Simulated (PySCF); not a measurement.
Breaking a bond: H2S, SMILES S. The S1–H3 bond (S1 also carries H; H3 carries nothing else) is varied alone, starting from the PBE0/def2-TZVP optimised geometry. Each curve is given relative to its own lowest point near equilibrium.

```csv
R / Å,A,B,C,D
0.99,312.6,310.1,311.3,310.1
1.08,143.1,140.8,142.1,140.8
1.15,66.6,64.7,65.8,64.7
1.22,23.3,21.9,22.8,21.9
1.26,9.7,8.7,9.3,8.7
1.31,1.3,0.9,1.1,0.9
1.34,0.0,0.0,0.0,0.0
1.39,2.9,3.7,3.1,3.7
1.42,7.1,8.4,7.5,8.4
1.47,17.3,19.6,18.0,19.6
1.56,43.0,47.5,44.3,47.5
1.67,81.7,89.5,84.0,89.5
1.80,131.3,147.6,134.7,144.0
1.99,203.8,265.2,206.9,223.4
2.22,279.4,331.0,281.5,309.8
2.39,323.3,354.7,325.2,364.0
2.66,365.0,373.1,375.2,431.9
2.99,382.5,381.8,410.8,486.3
3.26,386.8,384.6,426.6,510.5
3.61,388.7,386.1,437.4,519.4
4.01,389.5,386.8,443.3,505.4
4.70,389.8,387.1,447.2,442.8
```

Energies in kJ/mol.

Question: Assign the columns to these levels of theory: CCSD on RHF/cc-pVTZ, 5 core orbitals frozen in PySCF; PySCF with MP2 on RHF/cc-pVTZ, 5 core orbitals frozen; CCSD(T) on UHF/cc-pVTZ, 5 core orbitals frozen in PySCF; MP2 on UHF/cc-pVTZ, 5 core orbitals frozen (PySCF).

Answer: A is UCCSD(T); B is UMP2; C is RCCSD; D is RMP2.

The unrestricted determinant behind UMP2, UCCSD(T) is spin-contaminated at 1.80 to 4.70 Å (<S²> up to 1.0, against 0.00 for a pure singlet). The T1 diagnostic of CCSD on the restricted reference of RCCSD, RMP2 exceeds 0.045 at 3.61 to 4.70 Å. The restricted form behind RMP2 keeps the bonding electrons paired and can't separate into open-shell fragments.
